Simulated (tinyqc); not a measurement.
Worked calculation (part 2 of 2): UHF in the sto-3g basis, for BH3, spin multiplicity 1. Computed by tinyqc, a small Python program that keeps every step (integrals from PySCF). Command: `OMP_NUM_THREADS=1 python tinyqc.py 31525 31526 out.jsonl` (the two numbers bound the seeds that draw the settings). One thread of a shared host (Intel(R) Xeon(R) Processor @ 2.60GHz), about 0.1 s of CPU time with the checks.

Geometry (angstrom):
```
atom,x,y,z
B,0.000000,0.000000,0.028000
H,1.171000,0.000000,0.000000
H,-0.586000,1.014000,0.000000
H,-0.586000,-1.014000,0.000000
```

## Iteration 1: diagonalisation and new density

F(alpha) (hartree), lower triangle:
```
,1B 1s,1B 2s,1B 2px,1B 2py,1B 2pz,2H 1s,3H 1s,4H 1s
1B 1s,-7.168943
1B 2s,-2.132132,-1.027135
1B 2px,0.000249,0.001520,-0.170406
1B 2py,0.000148,-0.002315,0.000069,-0.156532
1B 2pz,-0.001073,0.010999,-0.000012,-0.097215,0.330650
2H 1s,-0.560908,-0.551181,-0.372412,-0.000070,0.008505,-0.359912
3H 1s,-0.560487,-0.552568,0.187860,-0.317046,-0.037862,-0.167467,-0.360841
4H 1s,-0.560718,-0.551066,0.187721,0.316666,0.054951,-0.167610,-0.171375,-0.361336
```

F(beta) (hartree), lower triangle:
```
,1B 1s,1B 2s,1B 2px,1B 2py,1B 2pz,2H 1s,3H 1s,4H 1s
1B 1s,-7.168943
1B 2s,-2.132132,-1.027135
1B 2px,0.000249,0.001520,-0.170406
1B 2py,-0.000148,0.002315,-0.000069,-0.156532
1B 2pz,-0.001073,0.010999,-0.000012,0.097215,0.330650
2H 1s,-0.560908,-0.551181,-0.372412,0.000070,0.008505,-0.359912
3H 1s,-0.560718,-0.551066,0.187721,-0.316666,0.054951,-0.167610,-0.361336
4H 1s,-0.560487,-0.552568,0.187860,0.317046,-0.037862,-0.167467,-0.171375,-0.360841
```

X, lower triangle:
```
,1B 1s,1B 2s,1B 2px,1B 2py,1B 2pz,2H 1s,3H 1s,4H 1s
1B 1s,1.033599
1B 2s,-0.182770,1.465199
1B 2px,0.000010,-0.000066,1.222053
1B 2py,0.000000,0.000000,0.000000,1.221738
1B 2pz,0.000983,-0.010364,0.000001,0.000000,1.000246
2H 1s,0.027993,-0.362633,-0.375811,0.000000,0.008645,1.290296
3H 1s,0.027998,-0.362569,0.188016,-0.325258,0.008643,-0.018207,1.290172
4H 1s,0.027998,-0.362569,0.188016,0.325258,0.008643,-0.018207,-0.018102,1.290172
```

Diagonalise F' = X^T F X, C = X C', fill 4 alpha and 4 beta electrons from the bottom; D(s) = C_occ C_occ^T. Each column has its largest component positive (the first on a tie).

F' = X^T F X (alpha) (hartree), lower triangle:
```
,1,2,3,4,5,6,7,8
1,-6.969588
2,-1.188069,-0.042789
3,0.000148,0.001519,0.219047
4,0.000428,-0.002255,-0.000020,0.229862
5,-0.000571,-0.003972,0.000002,-0.088587,0.331063
6,-0.075028,-0.415383,-0.502377,-0.000087,0.010546,0.123427
7,-0.074624,-0.414050,0.251692,-0.430866,-0.018542,-0.061300,0.119149
8,-0.074896,-0.413533,0.251444,0.430262,0.039644,-0.061201,-0.062605,0.118629
```

orbital energies (alpha) (hartree): MO1 -7.176204, MO2 -0.609944, MO3 -0.414987, MO4 -0.414828, MO5 0.339206, MO6 0.770996, MO7 0.816801, MO8 0.817760

coefficients C (alpha):
```
,MO1,MO2,MO3,MO4,MO5,MO6,MO7,MO8
1B 1s,0.989407,-0.225322,-0.002026,0.001406,-0.011084,-0.272089,-0.014866,0.002568
1B 2s,0.043739,0.515808,0.005090,-0.004876,0.047849,1.515674,0.083581,-0.013079
1B 2px,-0.000080,-0.004812,0.485083,-0.189993,-0.000168,-0.066841,1.144289,-0.346490
1B 2py,0.000003,0.001463,-0.188102,-0.479752,0.025814,-0.011454,0.346983,1.147819
1B 2pz,-0.000171,-0.007378,-0.044362,-0.112965,0.988903,-0.051378,-0.024020,-0.069968
2H 1s,-0.008095,0.292990,0.471945,-0.184022,-0.013736,-0.696880,-1.010657,0.298928
3H 1s,-0.008191,0.300108,-0.391571,-0.312986,-0.131899,-0.770241,0.190932,-0.974739
4H 1s,-0.008160,0.299777,-0.074048,0.497608,0.104117,-0.789428,0.694580,0.692209
```

F' = X^T F X (beta) (hartree), lower triangle:
```
,1,2,3,4,5,6,7,8
1,-6.969588
2,-1.188069,-0.042789
3,0.000148,0.001519,0.219047
4,-0.000428,0.002255,0.000020,0.229862
5,-0.000571,-0.003972,0.000002,0.088587,0.331063
6,-0.075028,-0.415383,-0.502377,0.000087,0.010546,0.123427
7,-0.074896,-0.413533,0.251444,-0.430262,0.039644,-0.061201,0.118629
8,-0.074624,-0.414050,0.251692,0.430866,-0.018542,-0.061300,-0.062605,0.119149
```

orbital energies (beta) (hartree): MO1 -7.176204, MO2 -0.609944, MO3 -0.414987, MO4 -0.414828, MO5 0.339206, MO6 0.770996, MO7 0.816801, MO8 0.817760

coefficients C (beta):
```
,MO1,MO2,MO3,MO4,MO5,MO6,MO7,MO8
1B 1s,0.989407,-0.225322,-0.002026,0.001406,-0.011084,-0.272089,-0.014866,-0.002568
1B 2s,0.043739,0.515808,0.005090,-0.004876,0.047849,1.515674,0.083581,0.013079
1B 2px,-0.000080,-0.004812,0.485083,-0.189993,-0.000168,-0.066841,1.144289,0.346490
1B 2py,-0.000003,-0.001463,0.188102,0.479752,-0.025814,0.011454,-0.346983,1.147819
1B 2pz,-0.000171,-0.007378,-0.044362,-0.112965,0.988903,-0.051378,-0.024020,0.069968
2H 1s,-0.008095,0.292990,0.471945,-0.184022,-0.013736,-0.696880,-1.010657,-0.298928
3H 1s,-0.008160,0.299777,-0.074048,0.497608,0.104117,-0.789428,0.694580,-0.692209
4H 1s,-0.008191,0.300108,-0.391571,-0.312986,-0.131899,-0.770241,0.190932,0.974739
```

D(alpha) after iteration 1, lower triangle:
```
,1B 1s,1B 2s,1B 2px,1B 2py,1B 2pz,2H 1s,3H 1s,4H 1s
1B 1s,1.029702
1B 2s,-0.072964,0.268021
1B 2px,-0.000245,0.000910,0.271426
1B 2py,-0.000620,0.002136,-0.000103,0.265547
1B 2pz,0.001424,-0.003488,-0.000021,0.062529,0.014783
2H 1s,-0.075241,0.154072,0.262486,-0.000061,-0.002309,0.342505
3H 1s,-0.075372,0.153973,-0.131923,0.224250,0.050514,-0.039209,0.341420
4H 1s,-0.074771,0.151467,-0.131903,-0.224361,-0.055138,-0.038620,-0.036717,0.343029
```

D(beta) after iteration 1, lower triangle:
```
,1B 1s,1B 2s,1B 2px,1B 2py,1B 2pz,2H 1s,3H 1s,4H 1s
1B 1s,1.029702
1B 2s,-0.072964,0.268021
1B 2px,-0.000245,0.000910,0.271426
1B 2py,0.000620,-0.002136,0.000103,0.265547
1B 2pz,0.001424,-0.003488,-0.000021,-0.062529,0.014783
2H 1s,-0.075241,0.154072,0.262486,0.000061,-0.002309,0.342505
3H 1s,-0.074771,0.151467,-0.131903,0.224361,-0.055138,-0.038620,0.343029
4H 1s,-0.075372,0.153973,-0.131923,-0.224250,0.050514,-0.039209,-0.036717,0.341420
```

## Iteration 2: building the Fock matrix

core Hamiltonian H = T + V (hartree), lower triangle:
```
,1B 1s,1B 2s,1B 2px,1B 2py,1B 2pz,2H 1s,3H 1s,4H 1s
1B 1s,-13.676289
1B 2s,-3.552323,-4.716060
1B 2px,0.000009,0.000092,-3.983641
1B 2py,0.000000,0.000000,0.000000,-3.983433
1B 2pz,0.001375,0.011838,-0.000001,0.000000,-3.796780
2H 1s,-0.924259,-2.081869,-1.851987,0.000000,0.046806,-3.211687
3H 1s,-0.923945,-2.081499,0.926603,-1.603295,0.046795,-0.504871,-3.211502
4H 1s,-0.923945,-2.081499,0.926603,1.603295,0.046795,-0.504871,-0.505277,-3.211502
```

nuclear repulsion = 7.55866533 hartree

Given earlier and not repeated: Two-electron integrals (ij|kl) in chemists' order.

J_ij = sum D_kl (ij|kl) with D = D(alpha) + D(beta), K_ij = sum D_kl (ik|jl) for each spin; F = H + J - K(s); E = tr D H + tr D J / 2 - 0.5 sum_s tr D(s) K(s) + E_nn.

Coulomb J (hartree), lower triangle:
```
,1B 1s,1B 2s,1B 2px,1B 2py,1B 2pz,2H 1s,3H 1s,4H 1s
1B 1s,9.217285
1B 2s,1.926686,4.289079
1B 2px,0.000138,0.000780,4.345587
1B 2py,0.000000,0.000000,0.000000,4.343944
1B 2pz,-0.002162,-0.014019,-0.000006,0.000000,4.164474
2H 1s,0.496461,1.891414,1.849131,0.000000,-0.047359,3.433216
3H 1s,0.496250,1.890046,-0.924249,1.599286,-0.047320,0.433188,3.429488
4H 1s,0.496250,1.890046,-0.924249,-1.599286,-0.047320,0.433188,0.433467,3.429488
```

exchange K(alpha) (hartree), lower triangle:
```
,1B 1s,1B 2s,1B 2px,1B 2py,1B 2pz,2H 1s,3H 1s,4H 1s
1B 1s,2.949988
1B 2s,0.552499,0.675635
1B 2px,-0.000015,0.000482,0.576808
1B 2py,-0.000039,0.001387,-0.000036,0.570069
1B 2pz,-0.000010,-0.010886,-0.000003,0.055328,0.133876
2H 1s,0.146423,0.391290,0.396395,0.000002,-0.008719,0.636058
3H 1s,0.146250,0.390591,-0.197938,0.339458,0.021346,0.096754,0.631991
4H 1s,0.146353,0.389889,-0.197983,-0.339538,-0.038760,0.097009,0.098350,0.633478
```

exchange K(beta) (hartree), lower triangle:
```
,1B 1s,1B 2s,1B 2px,1B 2py,1B 2pz,2H 1s,3H 1s,4H 1s
1B 1s,2.949988
1B 2s,0.552499,0.675635
1B 2px,-0.000015,0.000482,0.576808
1B 2py,0.000039,-0.001387,0.000036,0.570069
1B 2pz,-0.000010,-0.010886,-0.000003,-0.055328,0.133876
2H 1s,0.146423,0.391290,0.396395,-0.000002,-0.008719,0.636058
3H 1s,0.146353,0.389889,-0.197983,0.339538,-0.038760,0.097009,0.633478
4H 1s,0.146250,0.390591,-0.197938,-0.339458,0.021346,0.096754,0.098350,0.631991
```

F(alpha) (hartree), lower triangle:
```
,1B 1s,1B 2s,1B 2px,1B 2py,1B 2pz,2H 1s,3H 1s,4H 1s
1B 1s,-7.408992
1B 2s,-2.178136,-1.102616
1B 2px,0.000162,0.000389,-0.214862
1B 2py,0.000039,-0.001387,0.000036,-0.209558
1B 2pz,-0.000777,0.008705,-0.000004,-0.055328,0.233817
2H 1s,-0.574221,-0.581745,-0.399251,-0.000002,0.008166,-0.414530
3H 1s,-0.573946,-0.582044,0.200292,-0.343466,-0.021871,-0.168437,-0.414005
4H 1s,-0.574049,-0.581342,0.200337,0.343546,0.038235,-0.168692,-0.170160,-0.415492
```

F(beta) (hartree), lower triangle:
```
,1B 1s,1B 2s,1B 2px,1B 2py,1B 2pz,2H 1s,3H 1s,4H 1s
1B 1s,-7.408992
1B 2s,-2.178136,-1.102616
1B 2px,0.000162,0.000389,-0.214862
1B 2py,-0.000039,0.001387,-0.000036,-0.209558
1B 2pz,-0.000777,0.008705,-0.000004,0.055328,0.233817
2H 1s,-0.574221,-0.581745,-0.399251,0.000002,0.008166,-0.414530
3H 1s,-0.574049,-0.581342,0.200337,-0.343546,0.038235,-0.168692,-0.415492
4H 1s,-0.573946,-0.582044,0.200292,0.343466,-0.021871,-0.168437,-0.170160,-0.414005
```

total energy of this density = -26.06114449 hartree

## Iteration 2: diagonalisation and new density

As before.

F' = X^T F X (alpha) (hartree), lower triangle:
```
,1,2,3,4,5,6,7,8
1,-7.212703
2,-1.186519,-0.119022
3,0.000181,0.000260,0.177688
4,0.000222,-0.001481,0.000031,0.181464
5,-0.000087,-0.005856,0.000005,-0.048047,0.234208
6,-0.080866,-0.417430,-0.503660,-0.000008,0.009903,0.070042
7,-0.080654,-0.416791,0.252254,-0.434494,-0.011411,-0.052739,0.069212
8,-0.080791,-0.416380,0.252124,0.434261,0.031223,-0.052808,-0.053323,0.067565
```

orbital energies (alpha) (hartree): MO1 -7.414733, MO2 -0.668722, MO3 -0.467962, MO4 -0.467678, MO5 0.237705, MO6 0.715187, MO7 0.766888, MO8 0.767768

coefficients C (alpha):
```
,MO1,MO2,MO3,MO4,MO5,MO6,MO7,MO8
1B 1s,0.990763,-0.227590,0.001017,-0.000115,-0.010037,-0.265632,-0.001959,-0.003286
1B 2s,0.037964,0.542432,-0.003566,0.000968,0.044745,1.508827,0.011890,0.018605
1B 2px,-0.000042,-0.001421,-0.440703,-0.259994,-0.000021,-0.017652,0.403837,1.131430
1B 2py,0.000008,0.000803,-0.258286,0.438713,-0.008103,-0.004881,1.132154,-0.403963
1B 2pz,-0.000150,-0.005671,-0.039626,0.067311,0.995692,-0.050811,-0.025261,0.008272
2H 1s,-0.006619,0.283079,-0.441484,-0.260776,-0.013742,-0.744446,-0.345799,-0.960242
3H 1s,-0.006667,0.284581,-0.004248,0.511190,-0.071618,-0.761380,-0.658749,0.759946
4H 1s,-0.006648,0.285560,0.446248,-0.252574,0.044121,-0.769327,0.985078,0.173067
```

F' = X^T F X (beta) (hartree), lower triangle:
```
,1,2,3,4,5,6,7,8
1,-7.212703
2,-1.186519,-0.119022
3,0.000181,0.000260,0.177688
4,-0.000222,0.001481,-0.000031,0.181464
5,-0.000087,-0.005856,0.000005,0.048047,0.234208
6,-0.080866,-0.417430,-0.503660,0.000008,0.009903,0.070042
7,-0.080791,-0.416380,0.252124,-0.434261,0.031223,-0.052808,0.067565
8,-0.080654,-0.416791,0.252254,0.434494,-0.011411,-0.052739,-0.053323,0.069212
```

orbital energies (beta) (hartree): MO1 -7.414733, MO2 -0.668722, MO3 -0.467962, MO4 -0.467678, MO5 0.237705, MO6 0.715187, MO7 0.766888, MO8 0.767768

coefficients C (beta):
```
,MO1,MO2,MO3,MO4,MO5,MO6,MO7,MO8
1B 1s,0.990763,-0.227590,0.001017,-0.000115,-0.010037,-0.265632,0.001959,-0.003286
1B 2s,0.037964,0.542432,-0.003566,0.000968,0.044745,1.508827,-0.011890,0.018605
1B 2px,-0.000042,-0.001421,-0.440703,-0.259994,-0.000021,-0.017652,-0.403837,1.131430
1B 2py,-0.000008,-0.000803,0.258286,-0.438713,0.008103,0.004881,1.132154,0.403963
1B 2pz,-0.000150,-0.005671,-0.039626,0.067311,0.995692,-0.050811,0.025261,0.008272
2H 1s,-0.006619,0.283079,-0.441484,-0.260776,-0.013742,-0.744446,0.345799,-0.960242
3H 1s,-0.006648,0.285560,0.446248,-0.252574,0.044121,-0.769327,-0.985078,0.173067
4H 1s,-0.006667,0.284581,-0.004248,0.511190,-0.071618,-0.761380,0.658749,0.759946
```

D(alpha) after iteration 2, lower triangle:
```
,1B 1s,1B 2s,1B 2px,1B 2py,1B 2pz,2H 1s,3H 1s,4H 1s
1B 1s,1.033409
1B 2s,-0.085843,0.295687
1B 2px,-0.000137,0.000547,0.261818
1B 2py,-0.000488,0.001782,-0.000236,0.259182
1B 2pz,0.001095,-0.002876,-0.000029,0.039760,0.006133
2H 1s,-0.071403,0.154622,0.261962,-0.000150,-0.001663,0.343090
3H 1s,-0.071436,0.154623,-0.131438,0.225591,0.032964,-0.050827,0.342364
4H 1s,-0.071094,0.152809,-0.131401,-0.225838,-0.036302,-0.050266,-0.049699,0.344520
```

D(beta) after iteration 2, lower triangle:
```
,1B 1s,1B 2s,1B 2px,1B 2py,1B 2pz,2H 1s,3H 1s,4H 1s
1B 1s,1.033409
1B 2s,-0.085843,0.295687
1B 2px,-0.000137,0.000547,0.261818
1B 2py,0.000488,-0.001782,0.000236,0.259182
1B 2pz,0.001095,-0.002876,-0.000029,-0.039760,0.006133
2H 1s,-0.071403,0.154622,0.261962,0.000150,-0.001663,0.343090
3H 1s,-0.071094,0.152809,-0.131401,0.225838,-0.036302,-0.050266,0.344520
4H 1s,-0.071436,0.154623,-0.131438,-0.225591,0.032964,-0.050827,-0.049699,0.342364
```

## Iteration 18 (converged): orbitals

converged F(alpha) (hartree), lower triangle:
```
,1B 1s,1B 2s,1B 2px,1B 2py,1B 2pz,2H 1s,3H 1s,4H 1s
1B 1s,-7.409396
1B 2s,-2.176151,-1.109558
1B 2px,0.000000,0.000018,-0.212175
1B 2py,0.000000,-0.000003,0.000001,-0.211937
1B 2pz,-0.000527,0.008086,0.000000,-0.000050,0.238263
2H 1s,-0.573997,-0.583169,-0.399409,0.000000,0.007515,-0.415777
3H 1s,-0.573805,-0.583047,0.199816,-0.345802,0.007486,-0.167143,-0.415641
4H 1s,-0.573805,-0.583046,0.199816,0.345803,0.007540,-0.167144,-0.167256,-0.415648
```

converged F(beta) (hartree), lower triangle:
```
,1B 1s,1B 2s,1B 2px,1B 2py,1B 2pz,2H 1s,3H 1s,4H 1s
1B 1s,-7.409396
1B 2s,-2.176151,-1.109558
1B 2px,0.000000,0.000018,-0.212175
1B 2py,0.000000,0.000003,-0.000001,-0.211937
1B 2pz,-0.000527,0.008086,0.000000,0.000050,0.238263
2H 1s,-0.573997,-0.583169,-0.399409,0.000000,0.007515,-0.415777
3H 1s,-0.573805,-0.583046,0.199816,-0.345803,0.007540,-0.167144,-0.415648
4H 1s,-0.573805,-0.583047,0.199816,0.345802,0.007486,-0.167143,-0.167256,-0.415641
```

As before.

F' = X^T F X (alpha) (hartree), lower triangle:
```
,1,2,3,4,5,6,7,8
1,-7.214032
2,-1.182275,-0.129414
3,0.000022,-0.000066,0.180951
4,0.000001,-0.000004,0.000001,0.180758
5,0.000214,-0.006118,0.000001,-0.000043,0.238636
6,-0.081325,-0.417411,-0.503624,0.000000,0.009379,0.068605
7,-0.081248,-0.417346,0.251943,-0.435971,0.009357,-0.050154,0.068589
8,-0.081248,-0.417345,0.251943,0.435971,0.009396,-0.050154,-0.050028,0.068579
```

orbital energies (alpha) (hartree): MO1 -7.414996, MO2 -0.671985, MO3 -0.467827, MO4 -0.467653, MO5 0.238190, MO6 0.712349, MO7 0.767024, MO8 0.767572

coefficients C (alpha):
```
,MO1,MO2,MO3,MO4,MO5,MO6,MO7,MO8
1B 1s,0.990879,-0.229057,-0.000023,-0.000002,-0.009652,-0.263974,-0.000002,0.000539
1B 2s,0.037427,0.551719,0.000044,0.000008,0.043753,1.505661,0.000012,-0.003029
1B 2px,-0.000002,-0.000021,0.508484,-0.002140,0.000003,0.002256,0.001566,1.202821
1B 2py,0.000000,0.000002,0.002136,0.508529,-0.000008,-0.000016,1.202340,-0.001564
1B 2pz,-0.000174,-0.004640,0.000000,0.000070,0.999118,-0.050663,-0.000024,0.000096
2H 1s,-0.006468,0.279789,0.515194,-0.002166,-0.013968,-0.762320,-0.001320,-1.006995
3H 1s,-0.006468,0.279718,-0.255744,0.447345,-0.014009,-0.759123,-0.872522,0.507046
4H 1s,-0.006468,0.279725,-0.259499,-0.445185,-0.013906,-0.759142,0.873819,0.504772
```

F' = X^T F X (beta) (hartree), lower triangle:
```
,1,2,3,4,5,6,7,8
1,-7.214032
2,-1.182275,-0.129414
3,0.000022,-0.000066,0.180951
4,-0.000001,0.000004,-0.000001,0.180758
5,0.000214,-0.006118,0.000001,0.000043,0.238636
6,-0.081325,-0.417411,-0.503624,0.000000,0.009379,0.068605
7,-0.081248,-0.417345,0.251943,-0.435971,0.009396,-0.050154,0.068579
8,-0.081248,-0.417346,0.251943,0.435971,0.009357,-0.050154,-0.050028,0.068589
```

orbital energies (beta) (hartree): MO1 -7.414996, MO2 -0.671985, MO3 -0.467827, MO4 -0.467653, MO5 0.238190, MO6 0.712349, MO7 0.767024, MO8 0.767572

coefficients C (beta):
```
,MO1,MO2,MO3,MO4,MO5,MO6,MO7,MO8
1B 1s,0.990879,-0.229057,-0.000023,0.000002,-0.009652,-0.263974,0.000002,0.000539
1B 2s,0.037427,0.551719,0.000044,-0.000008,0.043753,1.505661,-0.000012,-0.003029
1B 2px,-0.000002,-0.000021,0.508484,0.002140,0.000003,0.002256,-0.001566,1.202821
1B 2py,0.000000,-0.000002,-0.002136,0.508529,0.000008,0.000016,1.202340,0.001564
1B 2pz,-0.000174,-0.004640,0.000000,-0.000070,0.999118,-0.050663,0.000024,0.000096
2H 1s,-0.006468,0.279789,0.515194,0.002166,-0.013968,-0.762320,0.001320,-1.006995
3H 1s,-0.006468,0.279725,-0.259499,0.445185,-0.013906,-0.759142,-0.873819,0.504772
4H 1s,-0.006468,0.279718,-0.255744,-0.447345,-0.014009,-0.759123,0.872522,0.507046
```

D(alpha) after iteration 18, lower triangle:
```
,1B 1s,1B 2s,1B 2px,1B 2py,1B 2pz,2H 1s,3H 1s,4H 1s
1B 1s,1.034309
1B 2s,-0.089290,0.305795
1B 2px,-0.000009,0.000011,0.258560
1B 2py,-0.000001,0.000005,-0.000002,0.258606
1B 2pz,0.000890,-0.002566,0.000000,0.000036,0.000022
2H 1s,-0.070508,0.154146,0.261967,-0.000001,-0.001297,0.343754
3H 1s,-0.070476,0.154076,-0.131005,0.226942,-0.001265,-0.054423,0.343806
4H 1s,-0.070476,0.154072,-0.131004,-0.226943,-0.001328,-0.054422,-0.054500,0.343817
```

D(beta) after iteration 18, lower triangle:
```
,1B 1s,1B 2s,1B 2px,1B 2py,1B 2pz,2H 1s,3H 1s,4H 1s
1B 1s,1.034309
1B 2s,-0.089290,0.305795
1B 2px,-0.000009,0.000011,0.258560
1B 2py,0.000001,-0.000005,0.000002,0.258606
1B 2pz,0.000890,-0.002566,0.000000,-0.000036,0.000022
2H 1s,-0.070508,0.154146,0.261967,0.000001,-0.001297,0.343754
3H 1s,-0.070476,0.154072,-0.131004,0.226943,-0.001328,-0.054422,0.343817
4H 1s,-0.070476,0.154076,-0.131005,-0.226942,-0.001265,-0.054423,-0.054500,0.343806
```

## Convergence

Stop when the energy changes by less than 1e-08 hartree and every element of the error matrix X^T (F D S - S D F) X (for each spin) is below 3e-05.

Course of the cycle:
```
iteration,E (hartree),change,largest element of the error matrix
1,-25.94324537,-,1.35e-01
2,-26.06114449,-1.18e-01,2.05e-02
3,-26.06706219,-5.92e-03,1.35e-02
4,-26.06895170,-1.89e-03,8.70e-03
5,-26.06970169,-7.50e-04,5.61e-03
6,-26.07001094,-3.09e-04,3.61e-03
7,-26.07013936,-1.28e-04,2.33e-03
8,-26.07019278,-5.34e-05,1.50e-03
9,-26.07021501,-2.22e-05,9.70e-04
10,-26.07022427,-9.26e-06,6.25e-04
11,-26.07022812,-3.85e-06,4.03e-04
12,-26.07022972,-1.60e-06,2.60e-04
13,-26.07023039,-6.68e-07,1.68e-04
14,-26.07023067,-2.78e-07,1.08e-04
15,-26.07023079,-1.16e-07,6.99e-05
16,-26.07023084,-4.83e-08,4.51e-05
17,-26.07023085,-2.01e-08,2.91e-05
18,-26.07023086,-8.39e-09,1.88e-05
```

PySCF UHF in the same basis, after a stability check = -26.07023087 hartree

Converged in 18 iterations.

## Populations, bond orders and dipole

overlap S, lower triangle:
```
,1B 1s,1B 2s,1B 2px,1B 2py,1B 2pz,2H 1s,3H 1s,4H 1s
1B 1s,1.000000
1B 2s,0.269328,1.000000
1B 2px,0.000000,0.000000,1.000000
1B 2py,0.000000,0.000000,0.000000,1.000000
1B 2pz,0.000000,0.000000,0.000000,0.000000,1.000000
2H 1s,0.069392,0.485542,0.494256,0.000000,-0.011818,1.000000
3H 1s,0.069368,0.485464,-0.247283,0.427892,-0.011816,0.113728,1.000000
4H 1s,0.069368,0.485464,-0.247283,-0.427892,-0.011816,0.113728,0.113842,1.000000
```

Mulliken: Z minus the diagonal of D S on the atom; Loewdin: the same with S^(1/2) D S^(1/2); Mayer order: 2 sum_s sum (D(s) S)_ij (D(s) S)_ji over the two atoms.

Charges (e):
```
atom,Mulliken,Loewdin,Mulliken spin
1B,0.185015,0.163526,0
2H,-0.061641,-0.054477,0
3H,-0.061687,-0.054524,-0.000010
4H,-0.061687,-0.054524,0.000010
```

Mayer bond orders:
```
pair,order
2-1,0.994064
3-1,0.994059
3-2,0.001068
4-1,0.994059
4-2,0.001068
4-3,0.001068
```

dipole moment about the origin, x y z (debye): 0.000605  0.000000  0.085940

<S^2> of the determinant (pure state: 0) = 1.99e-08
